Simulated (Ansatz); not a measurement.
Basis-set series for AlClH3N (`[NH2][AlH][Cl]`). Charge 0, multiplicity 1. All single points use the PBE0-D4/def2-TZVP geometry. It is one conformer, not always the lowest.

```csv
functional,basis,functions,energy (Eh),HOMO (eV),LUMO (eV)
PBE0-D4,def2-SVP,65,-758.69537,-7.62,-0.22
PBE0-D4,def2-QZVPP,287,-759.03566,-7.86,-0.57
ωB97M-V,def2-SVP,65,-758.96162,-9.97,1.54
ωB97M-V,def2-QZVPP,287,-759.30163,-10.25,0.82
```

Task: Give the rows for def2-TZVPP. (Best estimate.)

Result: The calculation gave: 
```tsv
functional	basis	functions	energy (Eh)	HOMO (eV)	LUMO (eV)
PBE0-D4	def2-TZVPP	157	-759.01058	-7.81	-0.47
ωB97M-V	def2-TZVPP	157	-759.27761	-10.20	1.16
```

Positive LUMOs are unbound and depend on the basis.

All numbers were calculated with Ansatz.
